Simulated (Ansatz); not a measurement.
KLaGeS₄ (P2₁, No. 4; cell taken from a computed entry) was calculated with PBE0 (plane waves, PAW; Ansatz, a program for electronic structure).

Settings: plane-wave cutoff 460 eV, 4×4×4 k mesh, Fermi–Dirac smearing 0.01 eV, scalar-relativistic PAW data made under PBE.

Cell (relaxed with PBEsol):

```cif
data_Ge2K2La2S8
_chemical_formula_sum 'K2 La2 Ge2 S8'
_space_group_name_H-M_alt 'P21'
_space_group_IT_number 4
_space_group_name_Hall 'P 2yb'
_cell_length_a 6.62758
_cell_length_b 6.66995
_cell_length_c 8.67956
_cell_angle_alpha 90.000
_cell_angle_beta 107.321
_cell_angle_gamma 90.000
loop_
_space_group_symop_operation_xyz
  'x, y, z'
  '-x, y+1/2, -z'
loop_
_atom_site_label
_atom_site_type_symbol
_atom_site_symmetry_multiplicity
_atom_site_Wyckoff_symbol
_atom_site_fract_x
_atom_site_fract_y
_atom_site_fract_z
_atom_site_occupancy
K1 K 2 a 0.26632 0.98791 0.06516 1
La1 La 2 a 0.23181 0.00312 0.55429 1
Ge1 Ge 2 a 0.21899 0.47400 0.31679 1
S1 S 2 a 0.97862 0.23119 0.27021 1
S2 S 2 a 0.41733 0.47124 0.15552 1
S3 S 2 a 0.01756 0.74559 0.28437 1
S4 S 2 a 0.41354 0.42611 0.57202 1
```

Task: Predict the band gap and smallest direct gap on the k points sampled.

Result: 
band gap: 4.04 eV (on the SCF k mesh)
smallest direct gap on the k points sampled: 4.19 eV

Note: cell and atoms aren't relaxed at this level (largest force component 0.24 eV/Å, pressure 1.1 GPa).

Spin–orbit coupling is not included.

The computed numbers hold no vibrational or temperature effects.
